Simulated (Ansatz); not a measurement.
The input, for Ansatz 0.2.0:

```yaml
crystal:
  periodic: [false, false, false]
  atoms:
    - {symbol: Al, position_ang: [-0.000005, -0.119480, 2.946938]}
    - {symbol: Al, position_ang: [-0.000014, 0.077838, 0.382282]}
    - {symbol: N, position_ang: [-0.000007, -0.302525, -1.274166]}
    - {symbol: H, position_ang: [0.000027, 0.344168, -2.055055]}
basis:
  gaussian: {orbitals: cc-pVDZ}
total_charge: 1
magnetization: {spin_polarized: true, initial_magnetization: 1}
correlation: {method: ccsdt_q, electrons: outside_noble_gas}
```

```sh
$ ansatz run in.yaml --threads 1 --pin off --events-out ev --progress --plain --max-ram 2393MiB
```

Log:

```
1018 factors; integrals over basis functions are off by at most 1.9e-7 eV
mean field evaluation 1: about -14635.9604 eV, gradient 5.5e1 eV
mean field evaluation 2: about -14635.9629 eV, gradient 5.4e1 eV
mean field evaluation 4: about -14648.5131 eV, gradient 2.0e1 eV
mean field evaluation 8: about -14653.9192 eV, gradient 1.7e0 eV
mean field evaluation 16: about -14655.2410 eV, gradient 2.3e-1 eV
mean field evaluation 32: about -14655.4240 eV, gradient 2.9e-6 eV
mean field evaluation 64: about -14655.4138 eV, gradient 2.6e-1 eV
mean field evaluation 96: about -14655.4240 eV, gradient 2.8e-4 eV
mean field evaluation 128: about -14655.4237 eV, gradient 2.5e-2 eV
mean field evaluation 160: about -14651.3170 eV, gradient 8.2e0 eV
...
mean field -14655.42400488 eV, -538.5768983760 hartree, gradient 2.1e-6 eV, S^2 1.165957; 29 other end points of the search recorded, 0 dependent functions left out
determinant -14655.42400488 eV, -538.5768983760 hartree, with singles and doubles -14662.11452547 eV, -538.8227704728 hartree
determinant -14654.66345703 eV, -538.5489487580 hartree, with singles and doubles -14661.17755602 eV, -538.7883374808 hartree
determinant -14654.49608209 eV, -538.5427978427 hartree, with singles and doubles -14660.64431814 eV, -538.7687413501 hartree
determinant -14654.33621519 eV, -538.5369228424 hartree, with singles and doubles -14661.21550428 eV, -538.7897320537 hartree
determinant -14654.05037827 eV, -538.5264185292 hartree, with singles and doubles -14660.36366822 eV, -538.7584276558 hartree
determinant -14654.03190111 eV, -538.5257395061 hartree, with singles and doubles -14660.34797307 eV, -538.7578508695 hartree
determinant -14653.99321963 eV, -538.5243179882 hartree, with singles and doubles -14660.31107666 eV, -538.7564949516 hartree
determinant -14655.35609151 eV, -538.5744026058 hartree, with singles and doubles -14662.16092066 eV, -538.8244754648 hartree
11 core orbitals not correlated: weight in the atoms' cores, before any rotation towards them, 1.000 or more for the frozen orbitals, at most 0.000 for the correlated occupied ones
reference -14655.42400488 eV, -538.5768983760 hartree; 6, 5 occupied and 38, 39 virtual orbitals, 1018 factors
second order -5.48102639 eV of doubles, -0.00000000 eV of singles
...
cycle  70  -6.95896139 eV  change    7.2e-7 eV  update   1.2e-6
cycle  71  -6.95896060 eV  change    7.9e-7 eV  update   1.8e-6
cycle  72  -6.95896061 eV  change   -1.9e-8 eV  update   2.0e-6
cycle  73  -6.95896090 eV  change   -2.9e-7 eV  update   1.5e-6
cycle  74  -6.95896124 eV  change   -3.4e-7 eV  update   1.3e-6
cycle  75  -6.95896125 eV  change   -9.4e-9 eV  update   1.0e-6
cycle  76  -6.95896108 eV  change    1.7e-7 eV  update   1.1e-6
cycle  77  -6.95896079 eV  change    2.9e-7 eV  update   9.6e-7
cycle  78  -6.95896042 eV  change    3.7e-7 eV  update   4.7e-7
cycle  79  -6.95896010 eV  change    3.2e-7 eV  update   6.3e-7
perturbative correction -0.01985514 eV, -0.0007296628 hartree
Total energy: -14662.40282011 eV, -538.8333651056 hartree
```

The determinant's ⟨S²⟩ is 1.17 against 0.75 for a pure state. The T1 diagnostic is 0.113.

Ran on 1 thread of AMD EPYC 7B13, shared host: 3.4 min wall, 0.56 GiB peak host memory.
